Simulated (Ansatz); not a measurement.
**SiH+ (triplet): from Hartree-Fock to the top rungs, def2-TZVPP**

One table from this session's results is given with a row withheld; the runs are named, their logs left out.

Program: Ansatz 0.2.0, Gaussian basis. Level of theory: def2-TZVPP, core rule «outside noble gas», up to 5 orbitals frozen. These are calculated values, not measurements.

The runs, in order: UHF; ROHF; CCSD(T) on UHF.

2 further runs of the same task are left out: 2 set aside as unsound or not needed.

### The system

The geometry is a PBE0/def2-TZVP stationary point (not a proven minimum) of the parent state, kept for this charge and spin.

2 atoms, charge 1, spin multiplicity 3.

Atoms are counted from 1 here; the program's logs count them from 0.

Bond lengths: Si1–H2 1.532 Å.

Set-up of the first run:

in.yaml reads:

```yaml
crystal:
  periodic: [false, false, false]
  atoms:
    - {symbol: Si, position_ang: [0.000000, 0.000000, 0.000000]}
    - {symbol: H, position_ang: [0.000000, 0.000000, 1.531705]}
basis:
  gaussian: {orbitals: def2-TZVPP}
total_charge: 1
magnetization: {spin_polarized: true, initial_magnetization: 2}
hamiltonian: {xc: hf}
output: {orbitals: {seedname: orbitals}}
```

Run with:

```sh
ansatz run in.yaml --threads 1 --pin off --events-out ev --progress --plain --max-ram 2560MiB --backend cpu
```

Steps of the session up to this table: UHF; ROHF; CCSD(T) on UHF.

One of the session's tables, all rows but one given; the rest of the session is left out.

It belongs to the step «Misses and costs». 

| method | from UCCSD(T) (kJ/mol) |
| --- | --- |
| ROHF | +190.5 |
| UHF | +179.0 |
| UMP2 | +50.3 |
| UCCSD | ? |
| UCCSD(T) | 0 |

Estimate the missing values for UCCSD.

The run gave: from UCCSD(T) (kJ/mol): +4.8. In the column «from UCCSD(T) (kJ/mol)» it lies between UCCSD(T) (0) and UMP2 (+50.3).
